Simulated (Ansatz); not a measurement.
A made-up structure of BSiH3F, doublet:

```
6
angstrom
F -0.5326 -2.3211 0.5911
B 0.2660 -1.2961 0.6415
Si 0.0602 0.5485 -0.1760
H -1.1788 0.8153 -0.9631
H 1.2474 0.7442 -1.0496
H 0.5159 -1.4702 1.7504
```

It is relaxed with PBE-D4/def2-SVP and then PBE0-D4/def2-TZVP (Ansatz 0.2.0). Atoms count as bonded within 1.22 times the sum of their covalent radii (H–H: 0.88 Å). The end point is not checked to be a true minimum.

Problem. Does its bonding change? (Judge from chemistry; the calculation decides.)

Solution. Computed: No: no bond forms or breaks.

Where it ends: The first stage lowers the energy by 1.28 eV in 7 steps. It ends as BSiH₃F ([F][BH][SiH2]):
```
6
angstrom
F -0.9683 -2.1184 0.8673
B 0.0855 -1.3170 0.7655
Si 0.0579 0.2419 -0.4300
H -1.0821 0.6477 -1.2854
H 1.2299 1.1390 -0.5480
H 1.0552 -1.5727 1.4249
```

Labels in which every atom is bracketed show which atoms are joined, not bond orders.

For scale, one of the runs: PBE0-D4/def2-TZVP relaxation, 117 basis functions, launched by `ansatz run in.yaml --threads 2 --pin off --events-out ev --progress --plain --max-ram 4352MiB`. The run took about 16 s on 2 CPU threads of an Arm Neoverse V1 (shared host).
